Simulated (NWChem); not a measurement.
System: Be cation, doublet

NWChem input:

```
start job
memory heap 200 mb stack 900 mb global 1100 mb
charge 1
geometry units angstroms noautoz
  Be     0.000000     0.000000     0.000000
end
basis spherical
  Be library def2-svp
end
dft
  odft
  mult 2
  xc pbe0
  iterations 150
  mulliken
end
task dft energy
```

Output (shortened):

```
             Northwest Computational Chemistry Package (NWChem) 7.3.0
             --------------------------------------------------------

                             Geometry "geometry" -> ""
                             -------------------------

 Output coordinates in angstroms (scale by  1.889725989 to convert to a.u.)

  No.       Tag          Charge          X              Y              Z
 ---- ---------------- ---------- -------------- -------------- --------------
    1 Be                   4.0000     0.00000000     0.00000000     0.00000000

 Effective nuclear repulsion energy (a.u.)       0.0000000000

                                 NWChem DFT Module
                                 -----------------

 Summary of "ao basis" -> "ao basis" (spherical)
 ------------------------------------------------------------------------------
       Tag                 Description            Shells   Functions and Types
 ---------------- ------------------------------  ------  ---------------------
 Be                         def2-svp                 5        9   3s2p

            General Information
            -------------------
          SCF calculation type: DFT
          Wavefunction type:  spin polarized.
          No. of atoms     :     1
          No. of electrons :     3
           Alpha electrons :     2
            Beta electrons :     1
          Charge           :     1
          Spin multiplicity:     2
          Use of symmetry is: off; symmetry adaption is: off
          Maximum number of iterations: 150
          AO basis - number of functions:     9
                     number of shells:     5
          Convergence on energy requested:  1.00D-06
          Convergence on density requested:  1.00D-05
          Convergence on gradient requested:  5.00D-04

              XC Information
              --------------
                         PBE0 Method XC Functional
                     Hartree-Fock (Exact) Exchange  0.250
          PerdewBurkeErnzerhof Exchange Functional  0.750
            Perdew 1991 LDA Correlation Functional  1.000 local
           PerdewBurkeErnz. Correlation Functional  1.000 non-local

             Grid Information
             ----------------
          Grid used for XC integration:  medium
          Radial quadrature: Mura-Knowles
          Angular quadrature: Lebedev.
          Tag              B.-S. Rad. Rad. Pts. Rad. Cut. Ang. Pts.
          ---              ---------- --------- --------- ---------
          Be                  1.05       49           7.0       434
          Grid pruning is: on
          Number of quadrature shells:    49
          Spatial weights used:  Erf1

      Superposition of Atomic Density Guess
      -------------------------------------

 Sum of atomic energies:         -14.55372687

 Renormalizing density from       4.00 to      3

      Non-variational initial energy
      ------------------------------

 Total energy =     -11.753787
 1-e energy   =     -14.269264
 2-e energy   =       2.515477
 HOMO         =      -0.641751
 LUMO         =      -0.298099

     ---------------------------------------------
      Total Density - Mulliken Population Analysis
     ---------------------------------------------

    Atom       Charge   Shell Charges
 -----------   ------   -------------------------------------------------------
    1 Be   4     3.00   2.00  0.95  0.05  0.00  0.00

     --------------------------------------------
      Spin Density - Mulliken Population Analysis
     --------------------------------------------

    Atom       Charge   Shell Charges
 -----------   ------   -------------------------------------------------------
    1 Be   4     1.00   0.00  0.95  0.05  0.00  0.00

   convergence    iter        energy       DeltaE   RMS-Dens  Diis-err
 ---------------- ----- ----------------- --------- --------- ---------
 d= 0,ls=0.0,diis     1    -14.2881540239 -1.43D+01  3.44D-03  3.37D-03
                                                     5.53D-03  1.37D-02
 d= 0,ls=0.0,diis     2    -14.2901951546 -2.04D-03  6.49D-04  1.22D-06
                                                     2.17D-04  3.35D-05
 d= 0,ls=0.0,diis     3    -14.2902005559 -5.40D-06  6.83D-05  1.13D-08
                                                     2.99D-06  2.35D-09
 d= 0,ls=0.0,diis     4    -14.2902005677 -1.19D-08  7.60D-06  1.02D-10
                                                     2.38D-07  2.01D-11

         Total DFT energy =      -14.290200567728
      One electron energy =      -17.568890387438
           Coulomb energy =        5.799412808457
    Exchange-Corr. energy =       -2.520722988747
 Nuclear repulsion energy =        0.000000000000

 Numeric. integr. density =        2.999999998868

                    DFT Final Alpha Molecular Orbital Analysis
                    ------------------------------------------

 Vector    1  Occ=1.000000D+00  E=-4.552928D+00
              MO Center= -4.1D-18, -5.2D-18,  1.5D-19, r^2= 6.6D-02
   Bfn.  Coefficient  Atom+Function         Bfn.  Coefficient  Atom+Function
  ----- ------------  ---------------      ----- ------------  ---------------
     1      0.992856  1 Be s                  2      0.030713  1 Be s

 Vector    2  Occ=1.000000D+00  E=-5.627312D-01
              MO Center= -3.1D-16,  3.9D-16,  6.0D-15, r^2= 1.8D+00
   Bfn.  Coefficient  Atom+Function         Bfn.  Coefficient  Atom+Function
  ----- ------------  ---------------      ----- ------------  ---------------
     2      0.997002  1 Be s                  1     -0.308072  1 Be s
     3      0.053150  1 Be s

 Vector    3  Occ=0.000000D+00  E=-3.473596D-01
              MO Center= -8.1D-17,  8.5D-17,  5.7D-19, r^2= 2.1D+00
   Bfn.  Coefficient  Atom+Function         Bfn.  Coefficient  Atom+Function
  ----- ------------  ---------------      ----- ------------  ---------------
     5     -0.579800  1 Be py                 4      0.552926  1 Be px
     8      0.209153  1 Be py                 7     -0.199458  1 Be px

 Vector    4  Occ=0.000000D+00  E=-3.473596D-01
              MO Center= -8.6D-16, -8.1D-16, -2.1D-16, r^2= 2.1D+00
   Bfn.  Coefficient  Atom+Function         Bfn.  Coefficient  Atom+Function
  ----- ------------  ---------------      ----- ------------  ---------------
     4      0.571688  1 Be px                 5      0.544265  1 Be py
     7     -0.206226  1 Be px                 8     -0.196334  1 Be py
     6      0.137331  1 Be pz                 9     -0.049540  1 Be pz

 Vector    5  Occ=0.000000D+00  E=-3.473596D-01
              MO Center=  9.0D-16,  9.0D-16, -7.3D-15, r^2= 2.1D+00
   Bfn.  Coefficient  Atom+Function         Bfn.  Coefficient  Atom+Function
  ----- ------------  ---------------      ----- ------------  ---------------
     6      0.789327  1 Be pz                 9     -0.284735  1 Be pz
     5     -0.097560  1 Be py                 4     -0.096732  1 Be px
     8      0.035193  1 Be py                 7      0.034894  1 Be px

                     DFT Final Beta Molecular Orbital Analysis
                     -----------------------------------------

 Vector    1  Occ=1.000000D+00  E=-4.528755D+00
              MO Center= -2.6D-17, -1.6D-17,  8.0D-18, r^2= 6.6D-02
   Bfn.  Coefficient  Atom+Function         Bfn.  Coefficient  Atom+Function
  ----- ------------  ---------------      ----- ------------  ---------------
     1      0.992748  1 Be s                  2      0.031319  1 Be s

 Vector    2  Occ=0.000000D+00  E=-3.639657D-01
              MO Center= -1.7D-16,  7.8D-16, -3.8D-13, r^2= 1.9D+00
   Bfn.  Coefficient  Atom+Function         Bfn.  Coefficient  Atom+Function
  ----- ------------  ---------------      ----- ------------  ---------------
     2      0.916909  1 Be s                  1     -0.297488  1 Be s
     3      0.144271  1 Be s

 Vector    3  Occ=0.000000D+00  E=-2.317528D-01
              MO Center=  5.5D-16,  8.5D-16,  2.5D-17, r^2= 2.2D+00
   Bfn.  Coefficient  Atom+Function         Bfn.  Coefficient  Atom+Function
  ----- ------------  ---------------      ----- ------------  ---------------
     5      0.645398  1 Be py                 4      0.422704  1 Be px
     8     -0.272549  1 Be py                 7     -0.178506  1 Be px

 Vector    4  Occ=0.000000D+00  E=-2.317528D-01
              MO Center=  1.0D-15, -6.7D-16, -2.7D-17, r^2= 2.2D+00
   Bfn.  Coefficient  Atom+Function         Bfn.  Coefficient  Atom+Function
  ----- ------------  ---------------      ----- ------------  ---------------
     4      0.645664  1 Be px                 5     -0.422382  1 Be py
     7     -0.272661  1 Be px                 8      0.178370  1 Be py

     ---------------------------------------------
      Total Density - Mulliken Population Analysis
     ---------------------------------------------

    Atom       Charge   Shell Charges
 -----------   ------   -------------------------------------------------------
    1 Be   4     3.00   1.99  0.97  0.04  0.00 -0.00

     --------------------------------------------
      Spin Density - Mulliken Population Analysis
     --------------------------------------------

    Atom       Charge   Shell Charges
 -----------   ------   -------------------------------------------------------
    1 Be   4     1.00   0.01  0.95  0.04  0.00 -0.00

     -------------------------------------------
      Total Density - Lowdin Population Analysis
     -------------------------------------------

    Atom       Charge   Shell Charges
 -----------   ------   -------------------------------------------------------
    1 Be   4     3.00   1.97  0.78  0.25  0.00  0.00

     ------------------------------------------
      Spin Density - Lowdin Population Analysis
     ------------------------------------------

    Atom       Charge   Shell Charges
 -----------   ------   -------------------------------------------------------
    1 Be   4     1.00   0.03  0.73  0.24  0.00  0.00

   alpha - beta orbital overlaps
   -----------------------------

   alpha      1      2      3      4      5      6      7      8      9
    beta      1      2      4      3      5      6      7      8      9
 overlap   1.000  0.999  0.973  0.963  0.988  0.999  0.726  0.726  0.999

     --------------------------
     Expectation value of S2:
     --------------------------
      <S2> =      0.7500 (Exact =     0.7500)
```

Level: PBE0/def2-SVP, spin-unrestricted. No stability test was run on the SCF state.
